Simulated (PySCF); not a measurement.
Rows and methods have been separated. Pair them.

Species: (CH3)3CCH2F, C5H11F.
Structure used (PBE0-D3(BJ)/def2-SVP), in Å, numbered top down from 1:
```xyz
17
C5H11F angstrom
C     -0.6180    0.5918   -1.2827
C     -0.0049   -0.0072   -0.0179
C     -0.8875   -1.1374    0.5136
C      1.4010   -0.5345   -0.3084
C      0.0816    1.0962    1.0303
F      0.6312    0.6261    2.1998
H     -0.7080   -0.1755   -2.0672
H      0.0026    1.4082   -1.6857
H     -1.6268    0.9924   -1.0925
H     -0.4856   -1.5338    1.4575
H     -0.9435   -1.9644   -0.2111
H     -1.9141   -0.7846    0.7032
H      1.8747   -0.9053    0.6122
H      1.3672   -1.3608   -1.0352
H      2.0437    0.2569   -0.7266
H     -0.9241    1.4930    1.2571
H      0.7102    1.9276    0.6644
```

The closed-shell ground state was solved 7 times with PySCF (density fitting, gas phase), always with PBE0, in these basis sets: 6-311+G(2d,p), 6-31G*, STO-3G, def2-SVP, def2-SVPD, def2-TZVP and pcSseg-1.

| row | total energy (Eh) | HOMO (eV) | LUMO (eV) | dipole (D) |
| --- | --- | --- | --- | --- |
| P | -296.4452 | -8.78 | 1.55 | 1.60 |
| Q | -292.9048 | -5.03 | 9.13 | 0.93 |
| R | -296.7516 | -8.91 | 0.25 | 1.72 |
| S | -296.6303 | -8.88 | 1.26 | 1.70 |
| T | -296.7756 | -8.86 | 0.97 | 1.63 |
| U | -296.6541 | -8.59 | 2.41 | 1.51 |
| V | -296.4654 | -8.95 | 0.60 | 1.74 |

**Question.** Which basis belongs to which row?

**Answer.** P = def2-SVP, Q = STO-3G, R = 6-311+G(2d,p), S = pcSseg-1, T = def2-TZVP, U = 6-31G*, V = def2-SVPD. From the lowest total energy up: def2-TZVP (252 functions) 0 eV; 6-311+G(2d,p) (228 functions) +0.65 eV; 6-31G* (106 functions) +3.31 eV; pcSseg-1 (157 functions) +3.96 eV; def2-SVPD (211 functions) +8.44 eV; def2-SVP (139 functions) +8.99 eV; STO-3G (41 functions) +105.33 eV.
